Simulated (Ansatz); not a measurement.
## C2H2P− (SMILES C#C[PH-]): where methods fail along a bond

The species is C2H2P− (5 atoms), meant as a singlet with charge -1. As SMILES, `C#C[PH-]`. Geometry: relaxed at GFN2-xTB.

```tsv
atom	x (Å)	y (Å)	z (Å)
C	-1.1107	-0.6085	-0.0011
C	0.0255	-0.1991	0.0753
P	1.6912	0.2305	0.2714
H	-2.1126	-0.9174	-0.1007
H	1.5066	1.4946	-0.2449
```

The P3–H5 distance is scanned; the parts on either side stay rigid. Basis STO-3G, 7 core orbitals frozen in the correlated methods; program Ansatz 0.2.0. FCI is exact within this basis and core. Energies in eV from each method's value at 1.378 Å; methods without a U are spin-restricted. The set has no diffuse functions, which an anion needs. The shape above is that at 1.378 Å.

| distance (Å) | SVWN5 | r2SCAN0 | MP2 | BCCD(T) | CCSDT(Q) | FCI |
| --- | --- | --- | --- | --- | --- | --- |
| 1.378 | 0.00 | 0.00 | 0.00 | 0.00 | 0.00 | 0.00 |
| 1.722 | 0.64 | 0.77 | 0.77 | 0.63 | 0.63 | 0.63 |
| 2.067 | 2.04 | 2.31 | 2.36 | 2.01 | 2.00 | 2.00 |
| 2.756 | 4.30 | 4.79 | 4.85 | 3.93 | 3.93 | 3.93 |
| 3.445 | 5.34 | 5.95 | 5.89 | 4.34 | 4.48 | 4.43 |

Departure from the FCI curve at its largest: SVWN5 +0.91 eV at 3.44 Å; r2SCAN0 +1.52 eV at 3.44 Å; MP2 +1.46 eV at 3.44 Å; BCCD(T) -0.09 eV at 3.44 Å; CCSDT(Q) +0.05 eV at 3.44 Å. Restricted functionals keep the electrons paired too, and rise too high.
